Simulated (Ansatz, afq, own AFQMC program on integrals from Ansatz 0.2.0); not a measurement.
## Si2, triplet: AFQMC among the cluster methods

```xyz
2

Si    0.0000    0.0000    0.0000
Si    0.0000    0.0000    4.2230
```

Basis 6-31G. Noble-gas cores (and the filled d shells of Ga–Kr and In–Xe) are frozen. AFQMC by an in-house program on the Cholesky factors that Ansatz 0.2.0 writes for its CCSD(T) run. The CISD trial takes its coefficients from CCSD amplitudes. Released means that phaseless walkers are propagated on without the constraint, phases kept. Uncertainties: one standard error, sampling alone.

Determinant: ROHF, the one that the program's search chose, which needn't be the lowest solution. The geometry is a point of a scan.

Full CI is exact in this basis; its frozen core comes from its own orbitals, which moves totals by up to a few meV.

Cautions: a spin-contaminated unrestricted determinant lies lower (UHF 1.59 eV lower, ⟨S²⟩ 3.00); the search met a lower determinant of the same kind, perhaps of another symmetry (623 meV lower); strong correlation (T1 0.032, weight of the determinant 0.55, largest double 0.55); (T) is large, 6 % of the CCSD correlation; the CCSD(T) amplitudes may be one of several solutions (largest double 0.55); the CCSDT(Q) amplitudes may be one of several solutions (largest double 0.58); the CCSDTQ amplitudes may be one of several solutions (largest double 0.58); the released energies are still falling, so no released level is given (meV from the phaseless value at times in 1/Eh: -14 ± 6 at 0.24, -17 ± 5 at 0.51, -19 ± 5 at 0.99, -25 ± 4 at 1.62, -30 ± 5 at 2.40); CCSDT(Q) on the UHF determinant differs (61 meV lower), perhaps since the unrestricted series falls towards higher spin; full CI with its own frozen core; a state of higher spin lies lower (by 67 meV).

```
T1 diagnostic                               : 0.0318
weight of the determinant in the CISD state : 0.548
size of the correlated space                : 8 electrons in 16 orbitals
```

Reference: full CI, correlation energy -3.438 eV. CCSDTQ lies 27.7 meV above full CI, in part by the other frozen core, which shifts every row alike, so rows that close can't be ranked against it. The cautions show a poor starting determinant, so the rows tell how each method copes with it here, and full CI is the sure value.

| level | E − E(reference) (kcal/mol) | share of correlation (%) |
| --- | --- | --- |
| HF | 79.28 | 0.00 |
| MP2 | 36.52 | 53.93 |
| CCSD | 4.96 | 93.75 |
| CCSD(T) | 0.44 | 99.44 |
| CCSDT | 1.08 | 98.64 |
| CCSDT(Q) | 0.71 | 99.11 |
| CCSDTQ | 0.64 | 99.20 |
| ph-AFQMC/CISD | 2.89 ± 0.10 | 96.36 |

CCSDT and higher add their correlation energy to the determinant of the CCSD(T) run, since their own runs factorise the integrals more tightly (a shift of under 2 meV).
